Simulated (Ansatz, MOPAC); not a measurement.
System: CF3, net charge 0, doublet state. SMILES: F[C](F)F

Atoms: C1, F2, F3, F4. Bonds: C1-F2, C1-F3, C1-F4.

Bond lengths (Å) and angles (degrees) optimised at AM1 with MOPAC; PM3 with MOPAC; HF/STO-3G with Ansatz (a program for electronic structure); HF/3-21G with Ansatz; B3LYP/6-31G* with Ansatz; MP2/6-31G* with Ansatz, each started from the B3LYP-D3(BJ)/def2-TZVP structure (Ansatz) of the last column. A row stands for all coordinates that are equal there. 6-31G* holds six Cartesian d functions. No wavenumbers were computed at HF/STO-3G, MP2/6-31G*, so these may be saddle points.

```json
[
 {"coordinate": "C1-F2", "AM1": "1.327", "PM3": "1.314", "HF/STO-3G": "1.352", "HF/3-21G": "1.329", "B3LYP/6-31G*": "1.327", "MP2/6-31G*": "1.329", "B3LYP-D3(BJ)/def2-TZVP": "1.321"},
 {"coordinate": "F2-C1-F3", "AM1": "114.2", "PM3": "113.9", "HF/STO-3G": "111.9", "HF/3-21G": "111.6", "B3LYP/6-31G*": "111.2", "MP2/6-31G*": "111.2", "B3LYP-D3(BJ)/def2-TZVP": "111.4"}
]
```

Mean signed difference of all 3 bond lengths from B3LYP-D3(BJ)/def2-TZVP: AM1 0.005 Å, PM3 -0.007 Å, HF/STO-3G 0.031 Å, HF/3-21G 0.008 Å, B3LYP/6-31G* 0.006 Å, MP2/6-31G* 0.007 Å.
